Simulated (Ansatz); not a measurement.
# BiCuSeO (P4/nmm, No. 129; cell taken from a computed entry)

Method: r²SCAN (Ansatz, a quantum-chemistry and plane-wave program, plane waves, PAW).

Numerical settings: plane-wave cutoff 560 eV, 10×10×4 k mesh (along the axes of the cell as run), Fermi–Dirac smearing 0.01 eV, no spin polarisation, scalar-relativistic PAW data made under PBE.

Cell (relaxed with PBEsol):

```xyz
8
Lattice="3.8951 0.0000 0.0000 0.0000 3.8951 0.0000 0.0000 0.0000 8.8952" Properties=species:S:1:pos:R:3 pbc="T T T"
Cu     0.0000     0.0000     4.4476
Cu     1.9475     1.9475     4.4476
Bi     0.0000     1.9475     7.6326
Bi     1.9475     0.0000     1.2626
Se     1.9475     0.0000     5.9855
Se     0.0000     1.9475     2.9097
O      1.9475     1.9475     0.0000
O      0.0000     0.0000     0.0000
```

For BiCuSeO (P4/nmm, No. 129; cell taken from a computed entry), the band gap comes out as 0.67 eV. The smallest direct gap on the k points sampled is 0.80 eV and the Γ–Γ gap is 1.13 eV.

Note: cell and atoms aren't relaxed at this level (largest force component 0.19 eV/Å, pressure 2.2 GPa); this cell isn't known to be the ambient phase, and symmetry holds it in the calculation.

Spin–orbit coupling is not included; with these elements it can move the gap by several tenths of an eV or more.

Cost on a shared machine: around 4 core-minutes (rough).
